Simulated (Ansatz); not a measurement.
Born–Oppenheimer molecular dynamics of H5NOSi (8 atoms, charge 0, multiplicity 1). It goes on from the last frame of an earlier run, with new velocities.

Theory: Ansatz 0.2.0, RKS PBE-D4/def2-SVP.

```yaml
ensemble: NVT, Nosé–Hoover chain
time_step: 1 fs
steps_asked: 166
set_temperature: 100 K
thermostat: time constant 100 fs, chain length 3 (defaults)
seed: 180319
```

First frame:

```xyz
8
Properties=species:S:1:pos:R:3
Si -0.005 -0.089 0.051
O -0.215 0.036 1.705
H 0.200 0.725 2.224
H 1.398 -0.048 -0.549
H -0.659 1.026 -0.619
N -0.839 -1.520 -0.635
H -0.596 -2.465 -0.374
H -1.907 -1.422 -0.639
```

(1) How far do the bonds stretch over the last three quarters of this one trajectory? (Pairs bonded in most of those frames.)

Results:

(1) 
```csv
bond,mean (Å),spread (Å),shortest,longest
Si1–O2,1.690,0.013,1.67,1.71
Si1–H4,1.503,0.025,1.47,1.54
Si1–H5,1.513,0.033,1.46,1.57
Si1–N6,1.734,0.026,1.69,1.78
O2–H3,0.974,0.010,0.96,0.99
N6–H7,1.024,0.016,0.99,1.06
N6–H8,1.026,0.029,0.97,1.08
```

Mean temperature of the second half: 130 K. The conserved energy stayed within 0.86 meV per atom of its start (net change -0.68 meV per atom), so the integration is sound. The mean temperature of the second half is 30 % above the set value. A run of 0.17 ps of so small a system gives no equilibrium averages.

The run took 3.7 min on 1 thread of Arm Neoverse V2, with other jobs on the host, peak memory 0.11 GiB.
